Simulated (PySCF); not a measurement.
# LiP and its ions

PW91; PySCF, no relativity, basis sets Li def2-TZVP, P def2-TZVP. Neutral (UKS): triplet (π ↑↑), Re = 2.337 Å, ωe = 475 cm⁻¹, De = 1.85 eV, HOMO -3.92 eV, LUMO -2.83 eV.

LiP⁺ (UKS): quartet (σ ↑, π ↑↑), Re = 2.631 Å, ωe = 256 cm⁻¹, De = 0.45 eV to Li⁺ + P. The energies at the minima are -348.78991 hartree for LiP and -348.53189 for LiP⁺.

(1) Work out the adiabatic ionisation energy, without and with harmonic zero-point energies (1 hartree = 27.2114 eV, 1 eV = 8065.5 cm⁻¹), and the change of the bond length.

Weak bonds: LiP⁺. Basis-set superposition, not corrected here, can be much of De in a small basis, most of all at correlated wavefunction levels. For an ion De counts to the pair picked by the measured ionisation energies or electron affinities, which need not be the lowest pair at this level. States were picked by a PBE0 search and need not be the measured ground states.

## Answers

(1) At PW91: 0.25802 hartree = 7.021 eV between the minima; the zero-point term (256.0 − 475.0)/2 cm⁻¹ = -0.014 eV makes it 7.008 eV. Re changes by +29.4 pm against the neutral. The electron leaves a σ orbital, and the ion is left as a loose complex of an ion and an atom.
